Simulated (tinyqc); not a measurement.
Inside a calculation. Method: RKS/BP86 in the sto-3g basis, for LiH, spin multiplicity 1. One step of it, computed by the program tinyqc.

Problem. Iteration 1: building the Kohn-Sham matrix. J_ij = sum D_kl (ij|kl); F = H + J + V_xc; E = tr D H + tr D J / 2 + E_xc + E_nn.

D at the start:
```
            1Li 1s     1Li 2s   1Li 2px   1Li 2py    1Li 2pz      2H 1s
1Li 1s    2.045770  -0.108535  0.000000  0.000000  -0.057395  -0.147285
1Li 2s   -0.108535   0.145595  0.000000  0.000000   0.152819   0.378239
1Li 2px   0.000000   0.000000  0.000000  0.000000   0.000000   0.000000
1Li 2py   0.000000   0.000000  0.000000  0.000000   0.000000   0.000000
1Li 2pz  -0.057395   0.152819  0.000000  0.000000   0.162028   0.400881
2H 1s    -0.147285   0.378239  0.000000  0.000000   0.400881   0.991851
```

core Hamiltonian H = T + V (hartree):
```
            1Li 1s     1Li 2s    1Li 2px    1Li 2py    1Li 2pz      2H 1s
1Li 1s   -4.749048  -1.067272   0.000000   0.000000  -0.017305  -0.342174
1Li 2s   -1.067272  -1.402175   0.000000   0.000000  -0.125248  -0.729233
1Li 2px   0.000000   0.000000  -1.141192   0.000000   0.000000   0.000000
1Li 2py   0.000000   0.000000   0.000000  -1.141192   0.000000   0.000000
1Li 2pz  -0.017305  -0.125248   0.000000   0.000000  -1.241882  -0.866680
2H 1s    -0.342174  -0.729233   0.000000   0.000000  -0.866680  -1.491985
```

Two-electron integrals (ij|kl) in chemists' order, unique and non-zero (hartree):
```
(11|11) 1.680395   (21|11) 0.265420   (21|21) 0.049941   (22|11) 0.397727
(22|21) 0.092860   (22|22) 0.290562   (31|31) 0.008981   (32|31) 0.013788
(32|32) 0.064184   (33|11) 0.396640   (33|21) 0.092880   (33|22) 0.290497
(33|33) 0.312946   (41|41) 0.008981   (42|41) 0.013788   (42|42) 0.064184
(43|43) 0.016869   (44|11) 0.396640   (44|21) 0.092880   (44|22) 0.290497
(44|33) 0.279207   (44|44) 0.312946   (51|51) 0.008981   (52|51) 0.013788
(52|52) 0.064184   (53|53) 0.016869   (54|54) 0.016869   (55|11) 0.396640
(55|21) 0.092880   (55|22) 0.290497   (55|33) 0.279207   (55|44) 0.279207
(55|55) 0.312946   (61|11) 0.080594   (61|21) 0.015233   (61|22) 0.028772
(61|33) 0.028433   (61|44) 0.028433   (61|51) 0.001798   (61|52) 0.003457
(61|55) 0.029465   (61|61) 0.005078   (62|11) 0.159822   (62|21) 0.037618
(62|22) 0.121055   (62|33) 0.115219   (62|44) 0.115219   (62|51) 0.006157
(62|52) 0.034775   (62|55) 0.132599   (62|61) 0.013633   (62|62) 0.079485
(63|31) 0.003303   (63|32) 0.014583   (63|53) 0.005606   (63|63) 0.006286
(64|41) 0.003303   (64|42) 0.014583   (64|54) 0.005606   (64|64) 0.006286
(65|11) 0.189736   (65|21) 0.045196   (65|22) 0.151238   (65|33) 0.141224
(65|44) 0.141224   (65|51) 0.009607   (65|52) 0.053175   (65|55) 0.171077
(65|61) 0.017164   (65|62) 0.109508   (65|65) 0.153647   (66|11) 0.341318
(66|21) 0.081841   (66|22) 0.286360   (66|33) 0.261767   (66|44) 0.261767
(66|51) 0.016191   (66|52) 0.107409   (66|55) 0.335089   (66|61) 0.031285
(66|62) 0.231028   (66|65) 0.331783   (66|66) 0.774606
```

nuclear repulsion = 1.02886042 hartree

V_xc (hartree):
```
            1Li 1s     1Li 2s    1Li 2px    1Li 2py    1Li 2pz      2H 1s
1Li 1s   -1.120252  -0.139147   0.000000   0.000000  -0.005946  -0.044998
1Li 2s   -0.139147  -0.151997   0.000000   0.000000  -0.074149  -0.140954
1Li 2px   0.000000   0.000000  -0.130021   0.000000   0.000000   0.000000
1Li 2py   0.000000   0.000000   0.000000  -0.130021   0.000000   0.000000
1Li 2pz  -0.005946  -0.074149   0.000000   0.000000  -0.190148  -0.200717
2H 1s    -0.044998  -0.140954   0.000000   0.000000  -0.200717  -0.488461
```

E_xc = sum of w rho eps_xc = -2.40990952 hartree

Give: Coulomb J; Kohn-Sham matrix F; total energy of this density.

Solution.

Coulomb J (hartree):
```
         1Li 1s  1Li 2s  1Li 2px  1Li 2py  1Li 2pz   2H 1s
1Li 1s   4.0901  0.7021   0.0000   0.0000   0.0311  0.2250
1Li 2s   0.7021  1.3713   0.0000   0.0000   0.1925  0.7409
1Li 2px  0.0000  0.0000   1.3305   0.0000   0.0000  0.0000
1Li 2py  0.0000  0.0000   0.0000   1.3305   0.0000  0.0000
1Li 2pz  0.0311  0.1925   0.0000   0.0000   1.4454  0.9733
2H 1s    0.2250  0.7409   0.0000   0.0000   0.9733  2.0073
```

Kohn-Sham matrix F (hartree):
```
          1Li 1s   1Li 2s  1Li 2px  1Li 2py  1Li 2pz    2H 1s
1Li 1s   -1.7792  -0.5043   0.0000   0.0000   0.0078  -0.1622
1Li 2s   -0.5043  -0.1829   0.0000   0.0000  -0.0069  -0.1293
1Li 2px   0.0000   0.0000   0.0592   0.0000   0.0000   0.0000
1Li 2py   0.0000   0.0000   0.0000   0.0592   0.0000   0.0000
1Li 2pz   0.0078  -0.0069   0.0000   0.0000   0.0134  -0.0941
2H 1s    -0.1622  -0.1293   0.0000   0.0000  -0.0941   0.0269
```

total energy of this density = -7.947278 hartree
